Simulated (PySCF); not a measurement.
N2O, SMILES N#[N+][O-]. Atoms are numbered in the order given.

```xyz
3

N      0.0000     0.0000    -1.1894
N      0.0000     0.0000    -0.0713
O      0.0000     0.0000     1.1031
```
Charge 0, spin multiplicity 1.

Geometry: PBE0-D3(BJ)/def2-TZVP.

Computed with PBE0-D3(BJ)/def2-TZVP (PySCF 2.14.0).

Harmonic, unscaled wavenumbers; measured fundamentals usually lie a few per cent lower.

Modes within 1.5 cm⁻¹ of each other (mostly degenerate sets) share a row, with their intensities summed.

| mode | ν (cm⁻¹) | IR (km/mol) | Raman (Å⁴/amu) | depolarisation | moving atoms (share of kinetic energy) |
|---|---|---|---|---|---|
| 1–2 | 641 | 13.4 | 0.4 | 0.75 | N 86 %, O 14 % |
| 3 | 1377 | 67.9 | 16.3 | 0.22 | O 58 %, N 42 % |
| 4 | 2410 | 405.9 | 13.1 | 0.21 | N 95 % |
